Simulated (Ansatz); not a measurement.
Run this with Ansatz 0.2.0, Python API and show what comes out.

Script `adiabatic_clh4psi.py`:
```python
'''How ClH4PSi relaxes after losing an electron.'''

import itertools
import logging
import sys

import ansatz
from ase.data import atomic_numbers, covalent_radii
import numpy as np

logging.basicConfig(stream=sys.stdout, format='[%(levelname)s] %(message)s')
log = logging.getLogger('clh4psi')
log.setLevel(logging.INFO)


def main() -> None:
    geometry_ang = [
        ('P', (-1.392, 0.1557, -0.2672)),
        ('Si', (0.6184, -0.0291, 0.4818)),
        ('Cl', (0.7921, -1.8637, 1.338)),
        ('H', (-1.2721, -0.735, -1.3286)),
        ('H', (-1.2019, 1.3176, -1.1203)),
        ('H', (0.915, 1.029, 1.4983)),
        ('H', (1.6017, 0.0575, -0.6477)),
    ]
    mol = ansatz.Crystal.molecule()
    for symbol, xyz in geometry_ang:
        mol = mol.atom(symbol, xyz)

    setup = (
        mol.calculation()
        .basis(gaussian='def2-SVP')
        .functional('b3lyp')
    )
    symbols = [site.symbol for site in mol.cartesian_sites]
    start = np.array([site.position_ang for site in mol.cartesian_sites], dtype=float)
    rep = setup.relax(force_tolerance=0.01, max_steps=100).run(threads=1, pin='off').report
    end = np.array(rep['positions_ang'])

    minimum = ansatz.Crystal.molecule()
    for symbol, place in zip(symbols, end):
        minimum = minimum.atom(symbol, place.tolist())
    ion = minimum.calculation()
    ion = ion.basis(gaussian='def2-SVP')
    ion = ion.functional('b3lyp')
    ion = ion.charge(1)
    ion = ion.spin('collinear', total=1)
    vertical = ion.run(threads=1, pin='off').report
    settled = ion.relax(force_tolerance=0.01, max_steps=80).run(threads=1, pin='off').report
    log.info(f'vertical ionisation energy   {vertical["free_energy_ev"] - rep["free_energy_ev"]:.3f} eV')
    log.info(f'adiabatic, no zero point     {settled["free_energy_ev"] - rep["free_energy_ev"]:.3f} eV')
    log.info(f'relaxation energy of the ion {vertical["free_energy_ev"] - settled["free_energy_ev"]:.3f} eV')
    ionised = np.array(settled['positions_ang'])
    # pairs closer than 1.2 times the sum of covalent radii, before or after
    radius = [covalent_radii[atomic_numbers[s]] for s in symbols]
    span = lambda where, i, j: np.linalg.norm(where[i] - where[j])
    bonded = [(i, j) for i, j in itertools.combinations(range(len(symbols)), 2) if min(span(end, i, j), span(ionised, i, j)) < 1.2 * (radius[i] + radius[j])]
    log.info('pair        before    after (A)')
    for i, j in bonded:
        print(f'{symbols[i]}{i}-{symbols[j]}{j}'.ljust(10), f'{span(end, i, j):8.4f} {span(ionised, i, j):8.4f}')
    for first, second in list(itertools.combinations(bonded, 2)):
        shared = set(first) & set(second)
        if shared and symbols[(j := shared.pop())] != 'H':
            i, k = sorted((set(first) | set(second)) - {j})
            u, v = ionised[i] - ionised[j], ionised[k] - ionised[j]
            angle = np.degrees(np.arccos(np.clip(u @ v / np.linalg.norm(u) / np.linalg.norm(v), -1, 1)))
            log.info(f'final angle {symbols[i]}{i}-{symbols[j]}{j}-{symbols[k]}{k}: {angle:.2f} deg')


if __name__ == '__main__':
    main()
```

```console
$ python adiabatic_clh4psi.py
[INFO] vertical ionisation energy   9.879 eV
[INFO] adiabatic, no zero point     9.086 eV
[INFO] relaxation energy of the ion 0.793 eV
[INFO] pair        before    after (A)
P0-Si1       2.2749   2.3712
P0-H3        1.4297   1.4161
P0-H4        1.4326   1.4174
Si1-Cl2      2.0844   2.0258
Si1-H5       1.4885   1.4754
Si1-H6       1.4889   1.4813
[INFO] final angle Si1-P0-H3: 118.03 deg
[INFO] final angle Si1-P0-H4: 120.47 deg
[INFO] final angle P0-Si1-Cl2: 103.08 deg
[INFO] final angle P0-Si1-H5: 102.55 deg
[INFO] final angle P0-Si1-H6: 100.57 deg
[INFO] final angle H3-P0-H4: 106.36 deg
[INFO] final angle Cl2-Si1-H5: 115.51 deg
[INFO] final angle Cl2-Si1-H6: 114.67 deg
[INFO] final angle H5-Si1-H6: 117.07 deg
```

Notes:
- The energies are electronic: no zero-point or thermal terms, and the basis set is short of its limit. The product may relax into another structure. The relaxation finds the nearest minimum, so the adiabatic value is an upper bound.
- b3lyp holds the VWN-RPA fit, as in Gaussian; the form of ORCA and Turbomole is b3lyp5.
- Timing: 90 s on 1 thread of Arm Neoverse V1, on a shared host, peak memory 0.27 GiB.

(Lines on the test bed's own set-up are left out of the output.)
